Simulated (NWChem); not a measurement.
## Correlation energy of acetonitrile (C2H3N)

```xyz
6

C      0.0096    -1.1749     0.0000
C     -0.0023     0.2783     0.0000
N     -0.0118     1.4351     0.0000
H     -0.5029    -1.5596     0.8932
H     -0.5029    -1.5596    -0.8932
H      1.0441    -1.5468     0.0000
```
Charge 0, spin multiplicity 1.

Everything below was run with NWChem. Structure: optimised with PBE0/def2-SVP, a minimum by its harmonic frequencies.

Basis set: def2-SVP. Each correlation energy counts from its own Hartree-Fock reference.

The correlated methods keep 3 core orbitals frozen. Coupled-cluster values serve here as a point of comparison, not as the truth.

Problem. For the correlation energy, CR-CCSD[T] gives -458.6 mHa and MP2 gives -424.2 mHa. What do CR-CCSD(T), CCSD(T), CCSD give?

Solution. CR-CCSD(T): -457.9 mHa; CCSD(T): -461.6 mHa; CCSD: -445.2 mHa.
